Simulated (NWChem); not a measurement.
Correlation energy of O2 (+1)

```
O
O 1 1.1070
```
Charge +1, spin multiplicity 2.

All runs are NWChem calculations. Structure: optimised with UB3LYP/def2-SVP, a minimum by its harmonic frequencies.

Basis set: cc-pVTZ. Each correlation energy counts from its own Hartree-Fock reference.

The correlated methods keep 2 core orbitals frozen. The structure started from a generated list of species. The unpaired electrons of the parent sit in orbitals of symmetry b2g (D2h labels of the run); other states weren't searched. No SCF solution was tested for a lower state. Open-shell Hartree-Fock references start from PBE0 orbitals. Coupled-cluster values serve here as a point of comparison, not as the truth.

Task: Order these methods by the correlation energy they give, lowest first: URI-MP2, SCS-UMP2, CCSD on UHF, CCSD[T] on UHF, CCSD(T) on UHF.

Result: CCSD[T] on UHF (-464.2 mHa), CCSD(T) on UHF (-463.0 mHa), URI-MP2 (-452.7 mHa), CCSD on UHF (-442.4 mHa), SCS-UMP2 (-437.9 mHa)
